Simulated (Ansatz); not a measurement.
## hcp Sr (model structure)

All values below come from r²SCAN-D4 in Ansatz (plane waves, PAW).

Settings: plane-wave cutoff 500 eV, 24×24×10 k mesh (along the axes of the cell as run), Fermi–Dirac smearing 0.1 eV, scalar-relativistic PAW data made under PBE.

Cell (relaxed at this level):

```cif
data_Sr2
_chemical_formula_sum 'Sr2'
_space_group_name_H-M_alt 'P 1'
_space_group_IT_number 1
_cell_length_a 4.30008
_cell_length_b 4.30008
_cell_length_c 7.07416
_cell_angle_alpha 90.000
_cell_angle_beta 90.000
_cell_angle_gamma 120.000
loop_
_space_group_symop_operation_xyz
  'x, y, z'
loop_
_atom_site_label
_atom_site_type_symbol
_atom_site_fract_x
_atom_site_fract_y
_atom_site_fract_z
_atom_site_occupancy
Sr1 Sr 0.33333 0.66667 0.25000 1
Sr2 Sr 0.66667 0.33333 0.75000 1
```

```json
{
 "band_gap": "zero (no gap)"
}
```

Note: the relaxation could raise the start's symmetry but not lower it, so the cell can be a saddle point.

Spin–orbit coupling is not included.

Cost on a shared machine: very roughly 4 core-minutes.

A model structure was made by putting elements into a prototype or built by hand; it is no filed structure, need not be a known phase, and can be a saddle point held by its symmetry.

Ansatz is a program for electronic structure.
